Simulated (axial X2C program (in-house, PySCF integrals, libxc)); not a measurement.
**Potential curves of SiF⁺, without spin–orbit coupling**

Computed with an axial X2C code built on PySCF integrals. Spin-free means the one-electron spin-free X2C Hamiltonian. Basis: Si dyall-v3z [8s7p2d1f], F dyall-av3z [7s6p3d2f] (cores contracted in-house); Gaussian nuclei, density fitting, unrestricted open shells. Masses: Si 27.977 u, F 18.998 u.

State: M_S = 0, Λ = 0 (closed shell). Energies in cm⁻¹ from the fragments at the same level (Si+ + F). Fits are polynomials in 1 − R0/R over 0.85 to 1.23 times the lowest point R0.

```
 R (Å)     MP2    PBE0      HF
1.3502  -45799  -43004  -30275
1.4123  -51982  -48988  -35673
1.4589  -54640  -51524  -37757
1.5054  -56022  -52805  -38584
1.5520  -56423  -53125  -38450
1.6063  -55950  -52578  -37382
1.6606  -54724  -51300  -35594
1.7305  -52371  -48904  -32567
1.8158  -48737  -45253  -28188
1.9400  -42682  -39223  -21189
```

Correlated methods: 10 electrons correlated (number of frozen shells: Si 2 s, 1 p; F 1 s), 168 virtual spin orbitals or spinors in MP2.

Occupations by symmetry block were frozen at the best pattern of an incomplete PBE0 search. The closed shell is kept restricted, so the energy runs too high when the bond is stretched far. De is counted from the lowest determinant-based energies of the atoms at the same level, without counterpoise correction. MP2 and coupled cluster on one determinant become unreliable at the stretched end.

Q: Fit the MP2 curve near its minimum: give the equilibrium distance, the harmonic wavenumber and the well depth.

A: At MP2, spin-free: Re = 1.551 Å, ωe ≈ 1020 cm⁻¹, De = 7.00 eV to Si+ + F; Be follows as 0.619 cm⁻¹.

Q: Fit the PBE0 curve near its minimum: give the equilibrium distance, the harmonic wavenumber and the well depth.

A: At PBE0, spin-free: Re = 1.547 Å, ωe ≈ 1020 cm⁻¹, De = 6.59 eV to Si+ + F; Be follows as 0.623 cm⁻¹.

Q: What are Re, ωe and De at the HF level?

A: At HF, spin-free: Re = 1.521 Å, ωe ≈ 1100 cm⁻¹, De = 4.79 eV to Si+ + F; Be follows as 0.644 cm⁻¹.
